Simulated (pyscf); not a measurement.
Optimised with ωB97X-D3(BJ)/def2-SVP in PySCF.

Question: For the elementary gas-phase step silylamine (H₂N–SiH₃) + hydrogen fluoride (HF) → H₂N–SiH₂–F + hydrogen (H₂) (singlet surface; H–Si, F–H broken, F–Si, H–H formed), what barrier and reaction energy does ωB97X-D3(BJ)/def2-TZVP give, measured from the separated reactants?

Answer: ΔE‡ = 22.6 kcal/mol, ΔE = -33.8 kcal/mol. ωB97M-D3(BJ)/def2-TZVP gives 22.0 kcal/mol and -34.0 kcal/mol. Zero-point energy shifts the barrier by +0.9 kcal/mol. It is a four-centre exchange, with an imaginary mode of 1108i cm⁻¹. The same reactants have a lower exit, to F–SiH₃ + NH₃ (barrier +5.4 kcal/mol at ωB97M-D3(BJ)/def2-TZVP, against +22.0 kcal/mol here). This is the saddle that the search found; another between the same sides may lie lower.
